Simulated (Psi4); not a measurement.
Process, species as SMILES: FCF → F[CH-]F + H+
B3LYP-D3(BJ)/def2-TZVP geometries, fixed; electronic energies without zero-point terms.
Largest species:
```
C
F 1 1.3618
F 1 1.3618 2 108.56
H 1 1.0913 2 108.69 3 -118.06
H 1 1.0913 4 113.42 3 -121.01
```

Effect of the integral screening threshold at PBE/def2-TZVP with Psi4, against the last row, where the deprotonation energy is 408.32 kcal/mol.

```
setting                largest shift of a total energy (mEh)  shift of the deprotonation energy (kcal/mol)
---------------------  -------------------------------------  --------------------------------------------
ints_tolerance: 1e-6                                   0.002                                         0.000
ints_tolerance: 1e-8                                   0.000                                         0.000
ints_tolerance: 1e-10                                  0.000                                         0.000
ints_tolerance: 1e-14                                  0.000                                         0.000
```

Within 0.02 kcal/mol in the deprotonation energy: ints_tolerance: 1e-6; ints_tolerance: 1e-8; ints_tolerance: 1e-10. The largest shift is 0.002 mEh in a total energy and 0.000 kcal/mol in the difference.
